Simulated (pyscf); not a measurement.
## Four-centre exchange: F–Si•(F)–F + water (H₂O) -> hydrogen fluoride (HF) + HO–Si•(F)–F

Gas phase, doublet surface, charge 0. Bonds broken: F1–Si2, O5–H6. Bonds formed: F1–H6, Si2–O5. Structures and frequencies: ωB97X-D3(BJ)/def2-SVP in PySCF.

Transition state (Å):

```xyz
7

F      0.2075     1.3297    -0.1556
Si     0.9987    -0.4504     0.0778
F      2.2603     0.1671     0.8939
F      1.2226    -2.0583     0.2891
O     -0.3665    -0.2421     1.2328
H     -0.3526     0.8514     0.7551
H     -0.2218    -0.4235     2.1720
```

One imaginary mode, 813i cm⁻¹; descent along it reached the two sides named, in the forms told below.

| bond | change | reactant side (Å) | saddle | product side |
|---|---|---|---|---|
| F1–Si2 | breaks | 1.625 | 1.962 | 2.7 |
| O5–H6 | breaks | 0.966 | 1.193 | 1.793 |
| F1–H6 | forms | 2.385 | 1.171 | 0.938 |
| Si2–O5 | forms | 2.558 | 1.800 | 1.677 |

Electronic energies relative to the separated reactants (kcal/mol):

| level | barrier | reaction energy | reverse barrier |
|---|---|---|---|
| ωB97X-D3(BJ)/def2-TZVP | 18.3 | +7.5 | 10.8 |
| PBE/def2-TZVP | 14.3 | +8.1 | 6.2 |
| r²SCAN/def2-TZVP | 15.4 | +8.2 | 7.2 |
| B3LYP-D3(BJ)/def2-TZVP | 18.6 | +8.0 | 10.6 |
| PBE0-D3(BJ)/def2-TZVP | 16.0 | +7.4 | 8.6 |
| M06-2X/def2-TZVP | 16.7 | +7.4 | 9.3 |
| ωB97M-D3(BJ)/def2-TZVP | 17.9 | +8.0 | 9.9 |
| HF/def2-TZVP | 35.2 | +8.9 | 26.3 |

With ωB97M-D3(BJ)/def2-TZVP energies and thermal terms (ideal gas, 1 atm, RRHO with modes under 100 cm⁻¹ raised to 100, one conformer, R ln 2 for chiral ones without a mode under 150 cm⁻¹), in kcal/mol:

```csv
T (K),ΔH‡,ΔG‡,ΔH,ΔG
298,16.6,27.2,+7.5,+6.8
600,16.7,38.0,+8.0,+5.8
900,17.3,48.6,+8.5,+4.6
1200,18.1,58.9,+9.0,+3.2
```

On the product side the descent ends in a complex, 4.1 kcal/mol under the separated species and 14.9 kcal/mol under the saddle at ωB97X-D3(BJ)/def2-TZVP. This is the saddle that the search found; another between the same sides may lie lower.
